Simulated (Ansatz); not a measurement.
## A ladder of methods for [BCl2]+ (SMILES Cl[B+]Cl)

[BCl2]+ has 3 atoms, charge +1, and is taken as a singlet. As SMILES, `Cl[B+]Cl`. The coordinates come from a GFN2-xTB relaxation.

```xyz
3

Cl   -1.2384    0.7665   -0.5913
B     0.0007    0.0014    0.0006
Cl    1.2376   -0.7678    0.5907
```

Quantity: the energy change with the Cl1–B2 bond stretched from 1.572 to 3.144 Å, in eV. The values are calculated.

```csv
level,kind,program,value (eV),CPU time (all runs)
r2SCAN/STO-3G (restricted),meta-GGA,Ansatz,6.36,4.5 s
B3LYP/STO-3G (restricted),global hybrid,Ansatz,?,1.8 s
BHLYP/STO-3G (restricted),global hybrid,Ansatz,6.73,1.8 s
PBE0/STO-3G (restricted),global hybrid,Ansatz,?,1.7 s
wB97M-V/STO-3G (restricted),range-separated hybrid,Ansatz,6.69,25 s
BCCD(T)/STO-3G (restricted),coupled cluster or CI,Ansatz,4.86,0.51 s
CCSD/STO-3G (restricted),coupled cluster or CI,Ansatz,4.94,0.43 s
FCI/STO-3G,exact in the basis,Ansatz,4.86,1.6 s
```

**Question.** Estimate the missing values from the other rows.

**Answer.** As computed at these levels: B3LYP/STO-3G (restricted): 6.14 eV; PBE0/STO-3G (restricted): 6.56 eV. The first shape isn't each level's own minimum. The values span 4.86 to 6.73 eV. All rows use very small basis sets, so even the best lies far from the true value. CPU times are rough (shared hosts, several kinds of processor): they show what a rung costs within a factor of a few.
